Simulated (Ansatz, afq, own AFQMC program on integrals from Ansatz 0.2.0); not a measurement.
# SbH⁺, quartet: AFQMC among the cluster methods

```xyz
2

Sb    0.0000    0.0000    0.0000
H     0.0000    0.0000    2.1080
```

Basis def2-TZVP with its core potentials. Only valence electrons are correlated. Integrals, coupled cluster, full CI and functionals: Ansatz 0.2.0; the random walks run on the same integrals in our own AFQMC program. The CISD trial takes its coefficients from CCSD amplitudes. Released means that phaseless walkers are propagated on without the constraint, phases kept. Free projection: walkers drawn from exp(T), propagated without any constraint. Its projection time is finite, and what remains of the start isn't in its error. ± is one standard error of the sampling. No spin–orbit coupling.

Determinant: UHF, the one that the program's search chose, which needn't be the lowest solution. The geometry is a point of a scan.

No full CI on the walks' own integrals is used here; CCSDT(Q) serves as the reference and is uncertain by about the last step of the cluster series.

Cautions: no spin-orbit coupling; inner d shell frozen; lower spins were not checked; the released energies are still falling, so no released level is given (meV from the phaseless value at times in 1/Eh: -2 ± 4 at 0.24, -2 ± 3 at 0.51, -3 ± 3 at 0.99, -8 ± 3 at 1.62, -10 ± 3 at 2.40), though the last usable value meets CCSDT(Q) within the noise; the ph-AFQMC/CISD walk drifts between its halves (2.2 errors).

The T1 diagnostic is 0.0224, the weight of the determinant in the CISD state is 0.939 and the ⟨S²⟩ of the determinant is 3.769. The size of the correlated space is 5 electrons in 47 orbitals.

| level | correlation energy (eV) |
| --- | --- |
| MP2 | -1.4201 |
| CCSD | -1.8467 |
| CCSD(T) | -1.9002 |

(1) Estimate where free-projection AFQMC lies against CCSD(T) on the same integrals.

(1) 17.7 ± 4.5 meV below CCSD(T).

Reference: CCSDT(Q), correlation energy -1.917 eV.

| level | E − E(reference) (meV) | share of correlation (%) |
| --- | --- | --- |
| CCSD(T) | 16.3 | 99.15 |
| CCSDT | 1.5 | 99.92 |
| ph-AFQMC/CISD | 8.9 ± 3.8 | 99.54 |
| free AFQMC | -1.4 ± 4.5 | 100.07 |

Free projections are given only where their last times agree within the noise and don't stop above the reference; a slow remainder of the start can still hide under it. A walk keeps the symmetry of its determinant, which the program's search chose and which needn't be the lowest solution, so a lower state of the same spin and another symmetry isn't excluded.
